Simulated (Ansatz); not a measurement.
# H2S, singlet in 6-31G*: errors against full CI

Geometry: MP2(full)/6-31G*, from the G2/97 set.

```xyz
3

S     0.0000    0.0000    0.0544
H     0.0000    0.9743   -0.8648
H     0.0000   -0.9743   -0.8648
```

Basis 6-31G* (Cartesian d functions); Ansatz 0.2.0. Only valence electrons are correlated (noble-gas cores frozen), which leaves 8 electrons in 18 orbitals. Prefix R: restricted or restricted open-shell reference. Active spaces: valence = (8e, 6o) chosen from the atoms' valence shells.

Full CI is exact within this basis and frozen core; it isn't the basis-set limit.

```
UHF ⟨S²⟩                          : 0.000
T1 diagnostic (RCCSD)             : 0.0071
largest doubles amplitude (RCCSD) : 0.060
```

```
                            level  E − E(full CI) (meV)  share of correlation (%)  wall time
                              RHF                  3996                      0.00          –
                             RMP2                   695                     82.62          –
                             CISD                   253                     93.68     0.34 s
                            RCCSD                    92                     97.70          –
                         RCCSD(T)                    15                     99.61     0.19 s
                          BCCD(T)                    15                     99.61     0.21 s
                           RCCSDT                     4                     99.90          –
                           CISDTQ                     7                     99.82     0.91 s
                        RCCSDT(Q)                     1                     99.98     0.52 s
                          RCCSDTQ                     0                     99.99      2.5 s
           CASSCF (valence space)                  3023                     24.34          –
           NEVPT2 (valence space)                   691                     82.70     0.24 s
           MRCISD (valence space)                   144                     96.39          –
         MRCISD+Q (valence space)                    10                     99.76     0.61 s
MRCISD+Q(relaxed) (valence space)                    -5                    100.13     0.64 s
```

The correlation energy at full CI, counted from RHF, is -3.996 eV. That run took 6 s on 1 thread of AMD EPYC 7R13, shared host over 2,342,224 determinants.

Times hold each run's SCF and search for its determinant on a shared host, so for small cases they say little of a method's own cost; they ran on 1 thread of AMD EPYC 7R13.

More than 5 meV below full CI, which no variational method can be: MRCISD+Q(relaxed) (valence space).

The full-CI state has the irrep A1 of C2v, in the program's axes.

Natural occupations of full CI about the gap: 1.977 1.961 1.957 1.952 0.041 0.032 0.013 0.012 0.011 0.010; effectively unpaired electrons, Σ n²(2−n)², 0.04.

Atomization energy (electronic, same basis, no zero-point term; atoms at the same level, unrestricted beside the R rows where the molecule is a closed shell, with restricted open-shell steps beyond CCSDT(Q)) at full CI: 642.9 kJ/mol. Errors of other levels:

| level | error (kJ/mol) |
| --- | --- |
| RHF | -131.7 |
| RMP2 | -16.5 |
| CISD | -14.8 |
| RCCSD | -4.5 |
| RCCSD(T) | -0.6 |
| BCCD(T) | -0.5 |
| RCCSDT | -0.3 |
| CISDTQ | -0.6 |
| RCCSDT(Q) | -0.1 |
| RCCSDTQ | -0.1 |
| CASSCF (valence space) | -28.4 |
| NEVPT2 (valence space) | -3.2 |
| MRCISD (valence space) | -3.5 |
| MRCISD+Q (valence space) | -2.3 |
| MRCISD+Q(relaxed) (valence space) | -0.9 |

This basis is far from its limit, so the value isn't to be set against a measured one. Truncated CI isn't size-consistent, which counts against it in atomization.
